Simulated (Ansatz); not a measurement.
Geometry optimisation, RKS B3LYP-D4/6-31G* (Ansatz 0.2.0).

Input file:

```yaml
crystal:
  periodic: [false, false, false]
  atoms:
    - { symbol: Si, position_ang: [0.0, 0.0, 0.0] }
    - { symbol: Cl, position_ang: [0.0, 0.0, 2.48] }
    - { symbol: H, position_ang: [1.3768, 0.0, -0.4862] }
    - { symbol: H, position_ang: [-0.6877, 1.1914, -0.4862] }
    - { symbol: H, position_ang: [-0.6877, -1.1914, -0.4862] }
    - { symbol: Si, position_ang: [-2.3914, 0.0, 0.7946] }
    - { symbol: H, position_ang: [-3.1794, -0.9102, -0.0313] }
    - { symbol: H, position_ang: [-2.4426, -0.4389, 2.1861] }
    - { symbol: H, position_ang: [-2.9397, 1.3491, 0.69] }
    - { symbol: H, position_ang: [-1.4147, 0.0, 2.0335] }
basis:
  gaussian: { orbitals: "6-31G*" }
hamiltonian:
  xc: b3lyp
  dispersion: d4
relax:
  f_tol: 0.15
  max_steps: 25
  restrain:
    - { distance: [0, 5], at: 3.42, k: 30.0 }
    - { distance: [9, 1], at: 2.57, k: 30.0 }
    - { distance: [0, 1], at: 2.13, k: 30.0 }
    - { distance: [9, 5], at: 1.46, k: 30.0 }
```

Command:

```bash
$ ansatz run input.yaml --threads 1 --pin off --max-ram 2048MiB --backend cpu --events-out ev --progress --plain --runs-dir out
```

Where does it end, and by what steps?

The forces met the threshold. The restraints hold the end off the free minimum; the threshold counts their pulls, which the force column leaves out. Restrained pairs: Si1–Si6 (2.52 → 3.44 Å), Cl2–H10 (1.48 → 2.58 Å), Si1–Cl2 (2.48 → 2.11 Å), Si6–H10 (1.58 → 1.47 Å). After 11 steps the energy has fallen by 5.564 eV (the restraints' own energy left out); H8 moved furthest, 1.51 Å.

```csv
step,energy less start (eV),largest force component (eV/Å),accepted
0,0.0000,3.209,yes
1,-0.3316,3.965,yes
2,-0.6255,4.962,yes
3,-1.5034,3.684,yes
4,-2.9460,2.463,yes
5,-3.8630,2.244,yes
6,-4.6179,1.613,yes
7,-5.1509,1.219,yes
8,-5.4138,0.731,yes
9,-5.5085,0.649,yes
10,-5.5473,0.871,yes
11,-5.5640,0.615,yes
```

```xyz
10
Properties=species:S:1:pos:R:3
Si 0.341 -0.029 -0.030
Cl 0.991 0.075 1.976
H 1.539 0.099 -0.891
H -0.594 1.090 -0.280
H -0.320 -1.331 -0.246
Si -2.854 0.021 1.232
H -2.849 -0.858 0.037
H -3.953 -0.404 2.132
H -3.088 1.426 0.812
H -1.579 -0.091 1.952
```

The run took 23 s on 1 thread of Intel(R) Xeon(R) 6975P-C (Granite Rapids), with other jobs on the host, peak memory 0.17 GiB.
